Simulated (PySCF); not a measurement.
# doublet C2H4ClF−: levels of theory compared

We compute a comparison of 6 runs (U-r2SCAN/6-311+G**, U-wB97X/6-311+G**, UBHLYP/6-311+G**, UM06-2X/6-311+G**, UM06-L/6-311+G**, UTPSS/6-311+G**) of doublet C2H4ClF−. Input form: a Python script.

The results are computed with PySCF 2.14.0.

## (1) The structure to begin with

C2H4ClF−: 8 atoms, total charge -1, spin state doublet. As SMILES of the parent species, `FCCCl`. The shape is that of a PBE0-D4/def2-TZVP optimisation. This is one conformer, not always the lowest. That shape belongs to the parent species and isn't relaxed for this state.

Bond lengths: F1–C2 1.375 Å, C2–C3 1.501 Å, C3–Cl4 1.778 Å, C2–H5 1.093 Å, C2–H6 1.096 Å, C3–H7 1.090 Å, C3–H8 1.091 Å. Some angles: F1–C2–C3 110.9°, C2–C3–Cl4 112.2°, F1–C2–H5 108.3°, F1–C2–H6 108.0°, C3–C2–H5 111.2°, C3–C2–H6 109.0°, C2–C3–H7 110.7°, C2–C3–H8 109.7°, Cl4–C3–H7 107.4°, Cl4–C3–H8 107.5°.

## (2) A single-point energy at U-r2SCAN/6-311+G(d,p) (run 1)

calc.py reads:

```python
from pyscf import gto, dft

molecule = gto.M(
    atom=[
    ('F', (-1.336980, 0.498150, 1.030500)),
    ('C', (-0.143560, 0.671020, 0.368890)),
    ('C', (0.300450, -0.609920, -0.275720)),
    ('Cl', (-0.759330, -1.087620, -1.620890)),
    ('H', (-0.273910, 1.462220, -0.374180)),
    ('H', (0.609620, 0.981160, 1.102570)),
    ('H', (0.296790, -1.425630, 0.446820)),
    ('H', (1.306920, -0.489380, -0.677980)),
],
    max_memory=1860,
    basis='6-311+g**',
    charge=-1,
    verbose=3,
    spin=1,
)

calc0 = dft.UKS(molecule)
calc0.xc = 'r2scan'
calc0.conv_tol = 1e-10
calc0.grids.level = 5
calc0.kernel()
if not calc0.converged:
    calc0 = calc0.newton().run(calc0.mo_coeff, calc0.mo_occ)

e_final = calc0.e_tot
print(f'total energy: {e_final:.8f} hartree')
```

Started as:

```
$ OMP_NUM_THREADS=1 python calc.py
```

The program printed:

```text
WARN: HOMO -0.0438041365278385 >= LUMO -0.043804136527837

converged SCF energy = -638.556726458885  <S^2> = 0.75043091  2S+1 = 2.0004309
total energy: -638.55672646 hartree
```

It took 2.6 min on 1 thread of Arm Neoverse V2, shared host; peak memory 0.74 GiB.

## (3) A single-point energy at U-wB97X/6-311+G(d,p) (run 2)

start.xyz reads:

```xyz
8
C2H4ClF
F     -1.336980     0.498150     1.030500
C     -0.143560     0.671020     0.368890
C      0.300450    -0.609920    -0.275720
Cl    -0.759330    -1.087620    -1.620890
H     -0.273910     1.462220    -0.374180
H      0.609620     0.981160     1.102570
H      0.296790    -1.425630     0.446820
H      1.306920    -0.489380    -0.677980
```

job.py reads:

```python
from pyscf import gto, dft

mol = gto.Mole()
mol.atom = 'start.xyz'
mol.max_memory = 1860
mol.basis = '6-311+g**'
mol.charge = -1
mol.spin = 1
mol.verbose = 4
mol.build()

mf = dft.UKS(mol, xc='wb97x')
mf.grids.level = 5
mf.conv_tol = 1e-10
mf.kernel()
if not mf.converged:
    mf = mf.newton().run(mf.mo_coeff, mf.mo_occ)

e_tot = mf.e_tot
print('E(%s) = %.9f' % ('WB97X', e_tot))
```

Started as:

```
$ OMP_NUM_THREADS=1 python job.py
```

The program printed:

```text
PySCF version 2.14.0

[... 56 lines left out ...]
WARN: HOMO 0.019162303774204 >= LUMO 0.0191623037742045
[... 110 lines left out ...]
converged SCF energy = -638.624188053763  <S^2> = 0.75073018  2S+1 = 2.00073
E(WB97X) = -638.624188054
```

It took 2.4 min on 1 thread of Arm Neoverse V2, shared host; peak memory 0.69 GiB.

Runs 3 to 5 aren't shown in full; the table further down has their settings and results.

## (4) The energy at UTPSS/6-311+G(d,p) (run 6)

job.py reads:

```python
from pyscf import gto, dft

system = gto.M(
    atom=[
    ('F', (-1.336980, 0.498150, 1.030500)),
    ('C', (-0.143560, 0.671020, 0.368890)),
    ('C', (0.300450, -0.609920, -0.275720)),
    ('Cl', (-0.759330, -1.087620, -1.620890)),
    ('H', (-0.273910, 1.462220, -0.374180)),
    ('H', (0.609620, 0.981160, 1.102570)),
    ('H', (0.296790, -1.425630, 0.446820)),
    ('H', (1.306920, -0.489380, -0.677980)),
],
    charge=-1,
    max_memory=1860,
    spin=1,
    basis='6-311+g**',
    verbose=3,
)

mf = dft.UKS(system)
mf.xc = 'tpss'
mf.conv_tol = 1e-10
mf.grids.level = 5
mf.kernel()
if not mf.converged:
    mf = mf.newton().run(mf.mo_coeff, mf.mo_occ)

etot = mf.e_tot
print('E = %.10f Eh' % etot)
```

Started as:

```
$ OMP_NUM_THREADS=1 python job.py
```

The program printed:

```text
WARN: HOMO -0.0501349587567586 >= LUMO -0.0501349587567595

converged SCF energy = -638.721225813263  <S^2> = 0.75011395  2S+1 = 2.0001139
E = -638.7212258133 Eh
```

Run time: 2.6 min. Hardware: 1 thread of Arm Neoverse V2, shared host; peak memory 0.74 GiB.

## (5) The series

```csv
run,level,energy (Eh),HOMO energy (eV),LUMO energy (eV),⟨S²⟩,wall time
1,U-r2SCAN/6-311+G**,-638.556726,2.71,3.28,0.750,2.6 min
2,U-wB97X/6-311+G**,-638.624188,1.32,5.20,0.751,2.4 min
3,UBHLYP/6-311+G**,-638.585513,2.13,4.09,0.750,75 s
4,UM06-2X/6-311+G**,-638.591564,1.93,3.72,0.751,3.5 min
5,UM06-L/6-311+G**,-638.629989,2.93,3.66,0.751,3.7 min
6,UTPSS/6-311+G**,-638.721226,2.73,3.05,0.750,2.6 min
```

## (6) Results

```
                                 quantity          value
                      run 6: total energy  -638.72123 Eh
run 6: HOMO energy (highest over α and β)        2.73 eV
 run 6: LUMO energy (lowest over α and β)        3.05 eV
                              run 6: ⟨S²⟩          0.750
```

Totals of different functionals can't be ranked against each other. In runs 1, 2, 3, 4, 5, 6 the HOMO lies above zero, so the outermost electron may be held by the basis alone. All runs together took 16 min, the longest 3.7 min.
